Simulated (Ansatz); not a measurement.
**Worked example: correlation energy of [Cl···H···N], quartet**

Geometry: a point of a hydrogen-transfer path between rigid fragments, not a stationary point.

```xyz
3

Cl    0.0000    0.0000   -1.6293
H     0.0000    0.0000    0.2947
N     0.0000    0.0000    1.3347
```

Basis cc-pVTZ; Ansatz 0.2.0. Correlated methods freeze the noble-gas cores, which leaves 13 electrons in 72 orbitals. Prefix R: restricted or restricted open-shell reference; prefix U: unrestricted.

Full CI isn't at hand for all of this; UCCSDT(Q) serves as the reference, and is uncertain by about the last step of the cluster series.

Runs differ by some tens of microhartree through their thresholds and, for an open shell, their frozen cores, so steps under 0.03 kcal/mol mean nothing.

| level | total energy (hartree) |
| --- | --- |
| UHF | -514.454382 |
| UMP2 | -514.757995 |
| UCCSD | -514.799434 |
| UCCSD(T) | -514.810456 |
| UCCSDT | -514.811741 |
| UCCSDT(Q) | -514.812136 |

Problem. What is the correlation energy at UCCSDT(Q), and what share of it do UMP2 and UCCSD(T) recover?

Solution. E(corr) = -514.812136 − (-514.454382) = -0.357754 hartree = -9.735 eV. UMP2: -0.303613 / -0.357754 = 84.87 %. UCCSD(T): -0.356074 / -0.357754 = 99.53 %.

Problem. By how many kcal/mol does UCCSD(T) miss UCCSDT(Q) (1 hartree = 627.509 kcal/mol), and which steps make up the rest?

Solution. -514.810456 − (-514.812136) = 0.001680 hartree = 1.05 kcal/mol. Steps: UCCSDT − UCCSD(T) = -0.81, UCCSDT(Q) − UCCSDT = -0.25 kcal/mol. Differences between like states or geometries often cancel part of this.
